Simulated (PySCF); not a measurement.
# diaminoborane (BN₂H₅): electronic excitations at several levels of theory, part 2 of 2

PySCF 2.14.0. Atoms count from 0.

## 10. Excited states and response: wB97X-D/def2-SVPD

Job settings and geometry (Å):

```
{"job": {"kind": "uv", "xc": "wB97X-D", "basis": "def2-SVPD", "ip": true}, "charge": 0, "multiplicity": 1}
N      1.249738    -0.263328     0.031466
B      0.032101     0.435492     0.177733
N     -1.221468    -0.110755    -0.172574
H      1.331796    -1.204435    -0.328106
H      2.133299     0.148750     0.289309
H      0.064820     1.562523     0.626423
H     -1.354089    -1.039966    -0.547645
H     -2.079846     0.404887    -0.053956
```

Level: TDDFT wB97X-D/def2-SVPD, vertical, gas phase, core orbitals frozen in the response.

The program printed:

```text
coarse grid: 6312 points
cycle   1  E = -137.2619002684  dE =  1.842e-01  |g| = 4.244e-01  |ddm| = 3.511e+00
cycle   2  E = -137.2771378382  dE = -1.524e-02  |g| = 3.813e-01  |ddm| = 7.170e-01
cycle   3  E = -137.3069492040  dE = -2.981e-02  |g| = 2.702e-02  |ddm| = 3.032e-01
cycle   4  E = -137.3071991975  dE = -2.500e-04  |g| = 1.145e-02  |ddm| = 7.943e-02
cycle   5  E = -137.3072365956  dE = -3.740e-05  |g| = 1.621e-03  |ddm| = 1.747e-02
cycle   6  E = -137.3072379637  dE = -1.368e-06  |g| = 3.072e-04  |ddm| = 7.711e-03
final grid: 60056 points
cycle   7  E = -137.3189091243  dE = -2.641e-05  |g| = 7.589e-03  |ddm| = 6.546e-02
cycle   8  E = -137.3189100936  dE = -9.692e-07  |g| = 7.456e-03  |ddm| = 1.817e-02
cycle   9  E = -137.3189212241  dE = -1.113e-05  |g| = 2.001e-04  |ddm| = 5.515e-03
cycle  10  E = -137.3189212425  dE = -1.833e-08  |g| = 9.890e-05  |ddm| = 1.277e-03
cycle  11  E = -137.3189212457  dE = -3.239e-09  |g| = 1.277e-05  |ddm| = 3.067e-04
cycle  12  E = -137.3189212458  dE = -1.130e-10  |g| = 7.348e-06  |ddm| = 8.334e-05
converged SCF energy = -137.3189212458

Static polarisability (au): isotropic 34.179, principal 27.716 34.434 40.385

Singlet excitations
state   eV       nm        f      main configurations
  1   6.5114    190.4   0.00000   H->L 0.91
  2   7.4211    167.1   0.08317   H->L+1 0.81, H-1->L 0.16
  3   7.8678    157.6   0.00047   H->L+2 0.89
  4   7.9307    156.3   0.20882   H->L+3 0.97
  5   8.8785    139.6   0.03252   H-1->L 0.68, H->L+1 0.16, H-1->L+2 0.09
  6   8.9534    138.5   0.00444   H->L+5 0.62, H-1->L+2 0.17, H-1->L 0.11
  7   8.9746    138.2   0.00000   H->L+4 0.76, H-1->L+1 0.14
  8   9.1230    135.9   0.02113   H-2->L 0.89
  9   9.3999    131.9   0.03783   H-2->L+3 0.96
 10   9.4906    130.6   0.00000   H->L+6 0.83, H-1->L+1 0.10

Triplet excitations (Tamm-Dancoff, eV): 6.3587 6.6998 7.1669 7.7754
Vertical ionisation energy (delta-SCF) = 9.4149 eV
```

Run time: 7.9 s. Hardware: 1 thread of Arm Neoverse V1, shared host; peak memory 0.44 GiB.

In short: HOMO -8.89 eV, LUMO 2.02 eV; lowest singlet 6.51 eV.

## 11. Excited states and response: LC-wPBE/def2-SVPD

Settings changed since step 10:

```diff
@@ -1,2 +1,2 @@
-{"job": {"kind": "uv", "xc": "wB97X-D", "basis": "def2-SVPD", "ip": true}, "charge": 0, "multiplicity": 1}
+{"job": {"kind": "uv", "xc": "LC-wPBE", "basis": "def2-SVPD", "ip": true}, "charge": 0, "multiplicity": 1}
 N      1.249738    -0.263328     0.031466
```

Method: TDDFT LC-wPBE/def2-SVPD, vertical, gas phase, core orbitals frozen in the response.

The program printed:

```text
coarse grid: 6312 points
cycle   1  E = -137.2238923765  dE =  2.111e-01  |g| = 3.959e-01  |ddm| = 3.655e+00
cycle   2  E = -137.2462782245  dE = -2.239e-02  |g| = 2.981e-01  |ddm| = 5.876e-01
cycle   3  E = -137.2640960660  dE = -1.782e-02  |g| = 3.315e-02  |ddm| = 2.556e-01
cycle   4  E = -137.2644797216  dE = -3.837e-04  |g| = 9.691e-03  |ddm| = 6.623e-02
cycle   5  E = -137.2645081649  dE = -2.844e-05  |g| = 1.761e-03  |ddm| = 2.030e-02
cycle   6  E = -137.2645096774  dE = -1.513e-06  |g| = 2.959e-04  |ddm| = 5.408e-03
final grid: 60056 points
cycle   7  E = -137.2767528915  dE = -1.254e-05  |g| = 5.457e-03  |ddm| = 2.580e-02
cycle   8  E = -137.2767543829  dE = -1.491e-06  |g| = 4.936e-03  |ddm| = 7.716e-03
cycle   9  E = -137.2767593066  dE = -4.924e-06  |g| = 1.714e-04  |ddm| = 3.729e-03
cycle  10  E = -137.2767593220  dE = -1.542e-08  |g| = 7.298e-05  |ddm| = 4.103e-04
cycle  11  E = -137.2767593239  dE = -1.868e-09  |g| = 1.103e-05  |ddm| = 1.616e-04
cycle  12  E = -137.2767593240  dE = -1.043e-10  |g| = 3.951e-06  |ddm| = 4.089e-05
converged SCF energy = -137.2767593240

Static polarisability (au): isotropic 33.293, principal 26.750 33.553 39.575

Singlet excitations
state   eV       nm        f      main configurations
  1   6.8887    180.0   0.00000   H->L 0.85
  2   7.7506    160.0   0.08130   H->L+1 0.75, H-1->L 0.18
  3   8.1110    152.9   0.23006   H->L+3 0.95
  4   8.2357    150.5   0.00014   H->L+2 0.81
  5   9.2297    134.3   0.00013   H->L+5 0.58, H-1->L+2 0.24
  6   9.3325    132.9   0.00000   H->L+4 0.71, H-1->L+1 0.12
  7   9.4528    131.2   0.03374   H-2->L+3 0.92
  8   9.6115    129.0   0.04517   H-2->L 0.82, H-1->L+3 0.10
  9   9.6719    128.2   0.04213   H-1->L 0.72, H->L+1 0.18
 10   9.8884    125.4   0.00000   H->L+6 0.76, H->L+9 0.09

Triplet excitations (Tamm-Dancoff, eV): 6.6045 6.7522 7.3275 8.0609
Vertical ionisation energy (delta-SCF) = 9.6282 eV
```

Run time: 11 s. Hardware: 1 thread of Arm Neoverse V1, shared host; peak memory 0.44 GiB.

Key values: HOMO -9.79 eV, LUMO 2.03 eV; lowest singlet 6.89 eV.

## 12. Ultraviolet spectrum: PBE0/6-31G*

Settings changed since step 11:

```diff
@@ -1,2 +1,2 @@
-{"job": {"kind": "uv", "xc": "LC-wPBE", "basis": "def2-SVPD", "ip": true}, "charge": 0, "multiplicity": 1}
+{"job": {"kind": "uv", "xc": "PBE0", "basis": "6-31G*"}, "charge": 0, "multiplicity": 1}
 N      1.249738    -0.263328     0.031466
```

Method: TDDFT PBE0/6-31G*, vertical, gas phase, core orbitals frozen in the response.

The program printed:

```text
coarse grid: 6312 points
cycle   1  E = -137.2305699339  dE =  1.858e-01  |g| = 4.935e-01  |ddm| = 2.399e+00
cycle   2  E = -137.2189722616  dE =  1.160e-02  |g| = 5.571e-01  |ddm| = 7.859e-01
cycle   3  E = -137.2874057211  dE = -6.843e-02  |g| = 4.665e-02  |ddm| = 4.139e-01
cycle   4  E = -137.2879244812  dE = -5.188e-04  |g| = 1.133e-02  |ddm| = 4.509e-02
cycle   5  E = -137.2879589488  dE = -3.447e-05  |g| = 1.045e-03  |ddm| = 1.066e-02
cycle   6  E = -137.2879592895  dE = -3.406e-07  |g| = 1.820e-04  |ddm| = 1.377e-03
final grid: 60056 points
cycle   7  E = -137.2625085524  dE = -9.365e-06  |g| = 7.621e-03  |ddm| = 1.261e-02
cycle   8  E = -137.2625018599  dE =  6.692e-06  |g| = 9.616e-03  |ddm| = 1.201e-02
cycle   9  E = -137.2625215373  dE = -1.968e-05  |g| = 3.704e-04  |ddm| = 6.295e-03
cycle  10  E = -137.2625215774  dE = -4.009e-08  |g| = 8.395e-05  |ddm| = 4.095e-04
cycle  11  E = -137.2625215790  dE = -1.597e-09  |g| = 1.432e-05  |ddm| = 6.323e-05
cycle  12  E = -137.2625215790  dE = -2.575e-11  |g| = 1.030e-05  |ddm| = 1.668e-05
converged SCF energy = -137.2625215790

Static polarisability (au): isotropic 24.926, principal 13.980 27.540 33.259

Singlet excitations
state   eV       nm        f      main configurations
  1   7.6218    162.7   0.00001   H->L+1 0.96
  2   8.3195    149.0   0.01542   H->L+2 0.94
  3   8.4456    146.8   0.27980   H->L 0.96
  4   8.6705    143.0   0.00005   H->L+3 0.97
  5   9.6308    128.7   0.00767   H->L+4 0.64, H-1->L+1 0.15, H-1->L+3 0.13
  6   9.7279    127.5   0.00112   H-1->L+1 0.73, H-2->L 0.09
  7   9.8830    125.5   0.02936   H-2->L 0.82, H->L+4 0.11
  8  10.1522    122.1   0.04688   H-1->L 0.85, H-2->L+1 0.12
  9  10.3883    119.3   0.00000   H-1->L+2 0.98
 10  10.5328    117.7   0.08558   H-2->L+1 0.85, H-1->L 0.11

Triplet excitations (Tamm-Dancoff, eV): 6.5733 7.0866 7.6997 8.0949
```

Run time: 2.1 s. Hardware: 1 thread of Arm Neoverse V1, shared host; peak memory 0.44 GiB.

This run: HOMO -6.42 eV, LUMO 2.77 eV; lowest singlet 7.62 eV.

## 13. Ultraviolet spectrum: PBE0/def2-SVP

Settings changed since step 12:

```diff
@@ -1,2 +1,2 @@
-{"job": {"kind": "uv", "xc": "PBE0", "basis": "6-31G*"}, "charge": 0, "multiplicity": 1}
+{"job": {"kind": "uv", "xc": "PBE0", "basis": "def2-SVP"}, "charge": 0, "multiplicity": 1}
 N      1.249738    -0.263328     0.031466
```

Method: TDDFT PBE0/def2-SVP, vertical, gas phase, core orbitals frozen in the response.

The program printed:

```text
coarse grid: 6312 points
cycle   1  E = -137.1150852078  dE =  1.601e-01  |g| = 4.711e-01  |ddm| = 2.666e+00
cycle   2  E = -137.1016034315  dE =  1.348e-02  |g| = 5.458e-01  |ddm| = 7.959e-01
cycle   3  E = -137.1669845232  dE = -6.538e-02  |g| = 4.188e-02  |ddm| = 4.143e-01
cycle   4  E = -137.1674062005  dE = -4.217e-04  |g| = 1.200e-02  |ddm| = 4.741e-02
cycle   5  E = -137.1674442859  dE = -3.809e-05  |g| = 1.156e-03  |ddm| = 1.291e-02
cycle   6  E = -137.1674447010  dE = -4.151e-07  |g| = 2.069e-04  |ddm| = 1.537e-03
final grid: 60056 points
cycle   7  E = -137.1769054762  dE = -9.704e-06  |g| = 7.305e-03  |ddm| = 1.384e-02
cycle   8  E = -137.1768989498  dE =  6.526e-06  |g| = 9.276e-03  |ddm| = 1.147e-02
cycle   9  E = -137.1769172010  dE = -1.825e-05  |g| = 3.348e-04  |ddm| = 6.253e-03
cycle  10  E = -137.1769172340  dE = -3.306e-08  |g| = 7.212e-05  |ddm| = 4.375e-04
cycle  11  E = -137.1769172353  dE = -1.234e-09  |g| = 1.451e-05  |ddm| = 6.632e-05
cycle  12  E = -137.1769172353  dE = -2.763e-11  |g| = 9.985e-06  |ddm| = 1.678e-05
converged SCF energy = -137.1769172353

Static polarisability (au): isotropic 26.525, principal 17.044 28.488 34.044

Singlet excitations
state   eV       nm        f      main configurations
  1   7.0543    175.8   0.00000   H->L 0.98
  2   7.7697    159.6   0.02242   H->L+2 0.95
  3   8.2185    150.9   0.00004   H->L+3 0.97
  4   8.4127    147.4   0.25874   H->L+1 0.97
  5   9.1655    135.3   0.01122   H-1->L 0.59, H->L+4 0.30
  6   9.2275    134.4   0.01302   H->L+4 0.55, H-1->L 0.35, H-1->L+3 0.08
  7   9.7020    127.8   0.03413   H-2->L+1 0.96
  8   9.7919    126.6   0.01103   H-2->L 0.87, H-1->L+1 0.11
  9   9.8623    125.7   0.00001   H-1->L+2 0.97
 10  10.1371    122.3   0.14263   H-1->L+1 0.87, H-2->L 0.11

Triplet excitations (Tamm-Dancoff, eV): 6.4986 6.6473 7.2862 7.9621
```

Wall time 2.7 s (1 thread of Arm Neoverse V1, shared host); peak memory 0.44 GiB.

Key values: HOMO -6.59 eV, LUMO 2.02 eV; lowest singlet 7.05 eV.

## 14. Excited states and response: PBE0/def2-TZVP

Settings changed since step 13:

```diff
@@ -1,2 +1,2 @@
-{"job": {"kind": "uv", "xc": "PBE0", "basis": "def2-SVP"}, "charge": 0, "multiplicity": 1}
+{"job": {"kind": "uv", "xc": "PBE0", "basis": "def2-TZVP"}, "charge": 0, "multiplicity": 1}
 N      1.249738    -0.263328     0.031466
```

With the program's defaults for keys left out, this is: TDDFT PBE0/def2-TZVP, vertical, gas phase, core orbitals frozen in the response.

The program printed:

```text
coarse grid: 6312 points
cycle   1  E = -137.2859930177  dE =  1.679e-01  |g| = 5.004e-01  |ddm| = 1.860e+00
cycle   2  E = -137.2581868146  dE =  2.781e-02  |g| = 6.332e-01  |ddm| = 7.790e-01
cycle   3  E = -137.3437963579  dE = -8.561e-02  |g| = 3.913e-02  |ddm| = 4.354e-01
cycle   4  E = -137.3441057090  dE = -3.094e-04  |g| = 1.794e-02  |ddm| = 4.378e-02
cycle   5  E = -137.3441858456  dE = -8.014e-05  |g| = 1.341e-03  |ddm| = 1.233e-02
cycle   6  E = -137.3441863510  dE = -5.054e-07  |g| = 3.533e-04  |ddm| = 1.526e-03
final grid: 60056 points
cycle   7  E = -137.3344980547  dE = -2.997e-05  |g| = 7.901e-03  |ddm| = 2.979e-02
cycle   8  E = -137.3344893168  dE =  8.738e-06  |g| = 1.033e-02  |ddm| = 9.846e-03
cycle   9  E = -137.3345105357  dE = -2.122e-05  |g| = 3.530e-04  |ddm| = 5.384e-03
cycle  10  E = -137.3345105631  dE = -2.741e-08  |g| = 1.567e-04  |ddm| = 3.890e-04
cycle  11  E = -137.3345105694  dE = -6.362e-09  |g| = 1.911e-05  |ddm| = 1.394e-04
cycle  12  E = -137.3345105695  dE = -3.655e-11  |g| = 1.475e-05  |ddm| = 1.852e-05
converged SCF energy = -137.3345105695

Static polarisability (au): isotropic 31.564, principal 24.429 31.927 38.336

Singlet excitations
state   eV       nm        f      main configurations
  1   6.4979    190.8   0.00000   H->L 0.99
  2   7.1977    172.3   0.04219   H->L+1 0.96
  3   7.5405    164.4   0.00000   H->L+3 0.98
  4   7.9871    155.2   0.19139   H->L+2 0.97
  5   8.5474    145.1   0.04027   H-1->L 0.87
  6   8.7508    141.7   0.01072   H->L+4 0.76, H-1->L+3 0.13, H-1->L 0.09
  7   9.0695    136.7   0.00000   H->L+5 0.67, H-1->L+1 0.31
  8   9.1647    135.3   0.00966   H-2->L 0.94
  9   9.2841    133.5   0.00001   H-1->L+1 0.67, H->L+5 0.30
 10   9.4256    131.5   0.03578   H-2->L+2 0.94

Triplet excitations (Tamm-Dancoff, eV): 6.1945 6.3999 6.8282 7.3933
```

Run time: 5.3 s. Hardware: 1 thread of Arm Neoverse V1, shared host; peak memory 0.47 GiB.

Key values: HOMO -6.87 eV, LUMO 1.09 eV; lowest singlet 6.50 eV.

## 15. Run by run: electronic excitations

Excitations and ground-state properties, with basis size and wall time:

| run | lowest singlet (eV) | brightest (eV) | f | gap (eV) | α (Å³) | μ (D) | functions | time |
| --- | --- | --- | --- | --- | --- | --- | --- | --- |
| HF/def2-SVPD | 7.31 | 9.13 | 0.220 | 12.56 | 4.62 | 1.27 | 100 | 1.5 s |
| LDA/def2-SVPD | 5.66 | 7.21 | 0.174 | 5.63 | 5.41 | 1.45 | 100 | 5.9 s |
| PBE/def2-SVPD | 5.51 | 7.23 | 0.170 | 5.47 | 5.34 | 1.43 | 100 | 8.7 s |
| B3LYP/def2-SVPD | 5.92 | 7.60 | 0.182 | 6.96 | 5.15 | 1.37 | 100 | 6.9 s |
| PBE0/def2-SVPD | 6.19 | 7.74 | 0.194 | 7.51 | 5.08 | 1.39 | 100 | 6.8 s |
| BHandHLYP/def2-SVPD | 6.54 | 8.18 | 0.200 | 9.21 | 4.89 | 1.32 | 100 | 6.8 s |
| CAM-B3LYP/def2-SVPD | 6.26 | 7.83 | 0.198 | 9.47 | 5.06 | 1.36 | 100 | 8 s |
| wB97X-D/def2-SVPD | 6.51 | 7.93 | 0.209 | 10.91 | 5.06 | 1.37 | 100 | 7.9 s |
| LC-wPBE/def2-SVPD | 6.89 | 8.11 | 0.230 | 11.82 | 4.93 | 1.38 | 100 | 11 s |
| PBE0/6-31G* | 7.62 | 8.45 | 0.280 | 9.19 | 3.69 | 1.52 | 52 | 2.1 s |
| PBE0/def2-SVP | 7.05 | 8.41 | 0.259 | 8.60 | 3.93 | 1.56 | 67 | 2.7 s |
| PBE0/def2-TZVP | 6.50 | 7.99 | 0.191 | 7.96 | 4.68 | 1.39 | 123 | 5.3 s |

Measured dipole: 1.25 D (gas; NIST CCCBDB Release 22 (SRD 101), experimental dipoles).

## 16. What came out

What follows sums up all 2 parts.

| quantity | value |
| --- | --- |
| point group | C2v |
| rotational constants (main isotopes) | 53.10, 9.04, 7.72 GHz |
| lowest singlet (HF/def2-SVPD) | 7.31 eV (170 nm), f = 0.000 |
| brightest single state of those computed | state 4, 9.13 eV, f = 0.220 |
| lowest triplet | 6.90 eV |
| range of the lowest singlet | 5.51 to 7.62 eV |

In words: Single values in the summary come from the first run of each kind that ended normally (HF/def2-SVPD), which need not be the best level. The start was shaken at random, so part of the energy gained undoes that. Over 8 steps the energy fell by 0.641 eV; of the close pairs, N0–B1 changed most, 1.499 to 1.412 Å. The lowest singlet, at 7.31 eV, is HOMO→LUMO 0.75, HOMO→LUMO+2 0.10 and is dark; of the 10 states computed, the strongest absorption comes from state 4 at 9.13 eV. The lowest triplet lies 0.41 eV below the lowest singlet (triplets in Tamm-Dancoff, singlets in full TDDFT). The dipole moment, 1.27 D, compares with 1.25 D measured. The lowest singlet runs from 5.51 eV (PBE/def2-SVPD) to 7.62 eV (PBE0/6-31G*), while the orbital gap spans 5.47 to 12.56 eV. The lowest state need not be the same one in every run. The runs solved for a few states only, so the brightest column depends on that window. For the measured dipole, HF/def2-SVPD misses least (0.03 D, 1.5 s) and PBE0/def2-SVP most (0.31 D, 2.7 s). One molecule ranks no method: errors cancel, and vibration and temperature are missing from all runs.
